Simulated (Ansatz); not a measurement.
Voigt–Reuss–Hill shear modulus of fcc Rh at several levels of theory

No measured value is used here.

| level (code) | value (GPa) | cell (Å³/atom) |
|---|---|---|
| LDA (Ansatz) | 184 | 13.22 |
| PBE (Ansatz) | 154 | 14.04 |
| r²SCAN (Ansatz) | … | 13.72 |

**Question.** Some entries are withheld; supply them.

**Answer.** 
- r²SCAN (Ansatz, an electronic-structure program), value (GPa): 164

Each level is taken at its own relaxed cell. Cutoffs differ between the levels. Ansatz's density-functional and Hartree–Fock values are scalar-relativistic unless marked +SOC, with PAW data made under PBE.
